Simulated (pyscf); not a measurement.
PySCF, gas phase, ωB97X-D3(BJ)/def2-SVP geometries.

### Question
H₃Si–GaH–PH₂ → HP=GaH + SiH₄
Surface: singlet. Broken: H–P, Ga–Si. Formed: H–Si. Give ΔE‡ and ΔE from PBE0-D3(BJ)/def2-TZVP, relative to the reactant's lowest minimum found.

### Answer
ΔE‡ = 224.7 kJ/mol, ΔE = +142.8 kJ/mol. CCSD(T)/def2-TZVPP + ΔMP2(QZVPP) gives 225.1 kJ/mol and +128.9 kJ/mol. Zero-point energy shifts the barrier by -6.2 kJ/mol. It is an elimination, with an imaginary mode of 1146i cm⁻¹. On the product side the descent ends in a complex, 21.0 kJ/mol under the separated species and 124.4 kJ/mol under the saddle at ωB97X-D3(BJ)/def2-TZVP. At the saddle there is also a short Ga–H contact that neither side keeps. At ωB97X-D3(BJ)/def2-TZVP the barrier from the zero used here is 259.3 kJ/mol. The same reactants have a lower exit, to H₂P–Ga [singlet] + SiH₄ (barrier +158.2 kJ/mol at ωB97M-D3(BJ)/def2-TZVP, against +245.4 kJ/mol here). HP=GaH lies 73.7 kJ/mol over its isomer H₂P–Ga [singlet] (electronic energy, ωB97M-D3(BJ)/def2-TZVP). This is the saddle that the search found; another between the same sides may lie lower. The CCSD(T) − MP2 part came from Ansatz, without density fitting, on the same reference. The frozen core leaves the outer d or s,p core shells of the metals and heavy elements correlated in the MP2 and CC values, and def2-TZVPP describes them poorly, which can shift differences by a few kcal/mol. Elements up to Kr have no core potential and no relativistic terms here.
